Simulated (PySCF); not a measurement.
CClF (singlet state).
Bonds: F1–C2, C2–Cl3.

Theory: TDDFT CAM-B3LYP/aug-cc-pVTZ, vertical, gas phase, core orbitals frozen in the response (PySCF). Geometry: PBE0-D3(BJ)/def2-TZVP; no solvent, vibrations or thermal averaging.

Frontier orbitals with the atoms that hold most of them (Löwdin shares over 4%, at most four atoms; ? is withheld):

```tsv
orbital	ε (eV)	atoms
LUMO+2	1.08	C2 60%, Cl3 30%, F1 10%
LUMO+1	0.86	C2 52%, Cl3 44%
LUMO	-1.74	C2 64%, Cl3 21%, F1 16%
HOMO	-9.62	?
HOMO-1	-11.68	?
HOMO-2	-12.05	Cl3 74%, C2 19%, F1 6%
HOMO-3	-15.78	Cl3 38%, F1 31%, C2 31%
```

(1) Give the leading atoms of the HOMO.

(2) Give the leading atoms of the HOMO-1.

(3) The HOMO–LUMO gap is 7.88 eV. Where does the response calculation put the lowest singlet, and from which orbitals?

(4) Give energy, strength and leading configuration of S1, S2, S3 and S5, and follow the Löwdin shares of the leading atoms from the occupied to the empty orbital.

Answers

(1) C2 (bonded to Cl and F) 60%; Cl3 (bonded to C) 26%; F1 (bonded to C) 14%.

(2) Cl3 (bonded to C) 73%; C2 (bonded to Cl and F) 18%; F1 (bonded to C) 10%.

(3) S1 is at 3.32 eV (f = 0.0074), 4.56 eV below the gap, made of HOMO→LUMO (99%). 

(4) 
- S1 (3.32 eV, f 0.0074), HOMO→LUMO (99%): C2 60% → 64%, Cl3 26% → 21%
- S2 (5.46 eV, f 0.0001), HOMO-1→LUMO (99%): Cl3 73% → 21%, C2 18% → 64%
- S3 (6.40 eV, f 0.0045), HOMO-2→LUMO (72%): Cl3 74% → 21%, C2 19% → 64%
- S5 (7.85 eV, f 0.065), HOMO→LUMO+1 (71%): C2 60% → 52%, Cl3 26% → 44%

Löwdin shares depend on the basis, the more so with diffuse functions.

The run took 8.6 s wall on Arm Neoverse N1, one thread, no GPU, shared host with 64 logical CPUs at a one-minute load of 54, and the process peaked at 0.46 GiB of memory.
